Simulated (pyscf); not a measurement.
Optimised with ωB97X-D3(BJ)/def2-SVP in PySCF.

SMILES: BrCCC
```xyz
11

C      1.0412    -0.2263     1.3174
C      0.1445     0.8080     0.6427
C     -0.2821     0.4358    -0.7694
Br    -1.4060    -1.1517    -0.8106
H      0.5221    -1.1919     1.4166
H      1.9604    -0.3960     0.7326
H      1.3379     0.1067     2.3239
H     -0.7556     0.9912     1.2528
H      0.6753     1.7745     0.5705
H      0.5816     0.2118    -1.4109
H     -0.8746     1.2319    -1.2383
```
Charge 0, spin multiplicity 1.

Problem. What is the homolytic dissociation enthalpy (298 K, ωB97M-D3(BJ)/def2-TZVP) of the C–H bond of H₃C–CH₂–CH₂–Br, to •H₂C–CH₂–CH₂–Br + H•?

Solution. C–H to •H₂C–CH₂–CH₂–Br + H•: 101.4 kcal/mol. The 7 functionals that were run give +95.8 (r²SCAN) to +101.4 kcal/mol (ωB97M-D3(BJ)). Other isomers of •H₂C–CH₂–CH₂–Br were not searched in full and may lie lower. Elements up to Kr have no core potential and no relativistic terms here.
